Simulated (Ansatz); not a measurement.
We consider zinc-blende InAs, described by PBE (Ansatz, a program for electronic structure, plane waves, PAW).

The same calculation (at the measured cell, 27.791 Å³/atom) with different numerical settings:

```csv
run,k mesh,gap on the mesh (eV),total energy (eV/atom),rough time
1,4×4×4,0.000,-5227.1483,under 3 core-s
2,6×6×6,0.000,-5227.2074,under 3 core-s
3,8×8×8,0.000,-5227.2150,under 3 core-s
4,12×12×12,0.000,-5227.2169,6 core-s
5,16×16×16,0.000,-5227.2170,10 core-s
6,20×20×20,0.000,-5227.2170,20 core-s
```

In the column total energy (eV/atom) the first row differs from the last by +0.0687 and the next to last by 0.0000.

The last row is no converged limit: other settings stay fixed.

Spin–orbit coupling is not included.
